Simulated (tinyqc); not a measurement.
Inside a calculation. Method: CIS and TDHF on RHF in the sto-3g basis, frozen core, for H2O, spin multiplicity 1. One step of it, computed by the program tinyqc.

Question. TDHF (RPA) singlet states. B(ia,jb) = 2 (ia|jb) - (ib|ja); the squared energies are the eigenvalues of (A - B)(A + B); 1 hartree = 27.211386 eV.

CIS matrix A, singlet (hartree), order 2>6, 2>7, 3>6, 3>7, 4>6, 4>7, 5>6, 5>7:
$$\begin{pmatrix}
1.437650 & 0.000000 & 0.000000 & 0.054839 & 0.064669 & 0.000000 & 0.000000 & 0.000000 \\
0.000000 & 1.473198 & -0.026084 & 0.000000 & 0.000000 & -0.019182 & 0.000000 & 0.000000 \\
0.000000 & -0.026084 & 0.760237 & 0.000000 & 0.000000 & 0.041327 & 0.000000 & 0.000000 \\
0.054839 & 0.000000 & 0.000000 & 1.012507 & 0.116962 & 0.000000 & 0.000000 & 0.000000 \\
0.064669 & 0.000000 & 0.000000 & 0.116962 & 0.644107 & 0.000000 & 0.000000 & 0.000000 \\
0.000000 & -0.019182 & 0.041327 & 0.000000 & 0.000000 & 0.703880 & 0.000000 & 0.000000 \\
0.000000 & 0.000000 & 0.000000 & 0.000000 & 0.000000 & 0.000000 & 0.466383 & 0.000000 \\
0.000000 & 0.000000 & 0.000000 & 0.000000 & 0.000000 & 0.000000 & 0.000000 & 0.528094
\end{pmatrix}$$

Two-electron integrals over orbitals (pq|rs), unique and non-zero (hartree); the lowest 1 orbital is frozen and left out:
```
(22|22) 0.727333    (32|32) 0.142182    (33|22) 0.641772    (33|33) 0.627882
(42|22) -0.000042   (42|33) 0.006311    (42|42) 0.124946    (43|32) 0.020924
(43|43) 0.048787    (44|22) 0.671874    (44|33) 0.593533    (44|42) -0.103218
(44|44) 0.767287    (52|52) 0.145039    (53|53) 0.028505    (54|52) -0.047371
(54|54) 0.055143    (55|22) 0.747853    (55|33) 0.625686    (55|42) -0.072050
(55|44) 0.721854    (55|55) 0.880159    (62|22) 0.142126    (62|33) 0.075727
(62|42) 0.021888    (62|44) 0.082604    (62|55) 0.156164    (62|62) 0.101342
(63|32) -0.037875   (63|43) -0.029671   (63|63) 0.069840    (64|22) 0.099727
(64|33) 0.044695    (64|42) -0.037432   (64|44) 0.125273    (64|55) 0.122725
(64|62) 0.060515    (64|64) 0.074602    (65|52) 0.057529    (65|54) -0.000554
(65|65) 0.037882    (66|22) 0.613932    (66|33) 0.569713    (66|42) 0.056361
(66|44) 0.550441    (66|55) 0.589791    (66|62) 0.098045    (66|64) 0.046048
(66|66) 0.597866    (72|32) 0.041945    (72|43) -0.034537   (72|63) 0.034850
(72|72) 0.062621    (73|22) 0.140391    (73|33) 0.089786    (73|42) -0.078385
(73|44) 0.155735    (73|55) 0.191127    (73|62) 0.075311    (73|64) 0.083502
(73|66) 0.039056    (73|73) 0.154350    (74|32) -0.077568   (74|43) -0.000460
(74|63) 0.045685    (74|72) -0.016444   (74|74) 0.070297    (75|53) 0.023683
(75|75) 0.024268    (76|32) 0.095784    (76|43) 0.050042    (76|63) -0.062938
(76|72) -0.009947   (76|74) -0.058720   (76|76) 0.113701    (77|22) 0.620980
(77|33) 0.606501    (77|42) -0.013707   (77|44) 0.602095    (77|55) 0.620890
(77|62) 0.067474    (77|64) 0.042547    (77|66) 0.565196    (77|73) 0.090965
(77|77) 0.614857
```

Give: TDHF matrix B, singlet; squared energies w^2; TDHF energies from the positive w^2.

Answer.

TDHF matrix B, singlet (hartree), order 2>6, 2>7, 3>6, 3>7, 4>6, 4>7, 5>6, 5>7:
$$\begin{pmatrix}
0.1013 & 0.0000 & 0.0000 & 0.1158 & 0.0605 & 0.0000 & 0.0000 & 0.0000 \\
0.0000 & 0.0626 & -0.0056 & 0.0000 & 0.0000 & -0.0164 & 0.0000 & 0.0000 \\
0.0000 & -0.0056 & 0.0698 & 0.0000 & 0.0000 & 0.0079 & 0.0000 & 0.0000 \\
0.1158 & 0.0000 & 0.0000 & 0.1543 & 0.1213 & 0.0000 & 0.0000 & 0.0000 \\
0.0605 & 0.0000 & 0.0000 & 0.1213 & 0.0746 & 0.0000 & 0.0000 & 0.0000 \\
0.0000 & -0.0164 & 0.0079 & 0.0000 & 0.0000 & 0.0703 & 0.0000 & 0.0000 \\
0.0000 & 0.0000 & 0.0000 & 0.0000 & 0.0000 & 0.0000 & 0.0379 & 0.0000 \\
0.0000 & 0.0000 & 0.0000 & 0.0000 & 0.0000 & 0.0000 & 0.0000 & 0.0243
\end{pmatrix}$$

squared energies w^2 (hartree^2): [0.2161, 0.2783, 0.3639, 0.4610, 0.6035, 1.0177, 2.0638, 2.1702]

TDHF energies from the positive w^2 (eV): [12.6490, 14.3550, 16.4155, 18.4754, 21.1399, 27.4513, 39.0913, 40.0871]
